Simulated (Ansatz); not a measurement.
Energy needed to pull apart AlBH3 (SMILES [BH2][AlH]), doublet, into free ground-state atoms, from the structure below (displaced at random from a GFN2-xTB minimum); no zero-point or spin–orbit terms; open-shell atoms are treated unrestricted, in their ground-state multiplicity.

```
atom    x (Å)    y (Å)    z (Å)
  B1  -0.2520  -0.8036   0.1235
 Al2   0.3344   0.8690  -0.1908
  H3  -1.4263  -1.0964   0.7396
  H4   0.4916  -1.6428  -0.1203
  H5   0.5426   2.4083  -0.4934
```

Program: Ansatz 0.2.0. Basis: def2-TZVPP. Cores are frozen in the correlated methods; orbitals are unrestricted.

```csv
method,atomization energy (kJ/mol)
PBE-D4,1200
r2SCAN-D4,1215
PBE0-D4,1190
CAM-B3LYP-D4,1196
LC-wPBE,1188
wB97M-V,?
HF,?
MP2,1140
CCSD,1130
CCSD(T),1142
```

(1) What does HF give? (To be estimated.)

(2) What does wB97M-V give? (An estimate is asked for; the value comes from the calculation.)

No T1 diagnostic of these runs exceeds 0.019. ⟨S²⟩ of the unrestricted Hartree–Fock references: 0.76 (a pure state has 0.75).

Results:

(1) The calculation gives: 891 kJ/mol, which is about 252 kJ/mol less than CCSD(T)/def2-TZVPP.

(2) By the calculation: 1188 kJ/mol, which is about 45 kJ/mol more than CCSD(T)/def2-TZVPP.

In triple zeta the MP2 and coupled-cluster atomization energies are still short of their basis limit by a few kcal/mol a bond, whereas those of the functionals are nearly converged, so these differences are not deviations from converged CCSD(T).

For scale, one of the runs: CCSD(T)/def2-TZVPP forces, 115 basis functions (an equivalent command: `ansatz run in.yaml --threads 4`). Hardware: 4 CPU threads, shared host. Wall time 29 s; peak host memory 1.5 GiB.
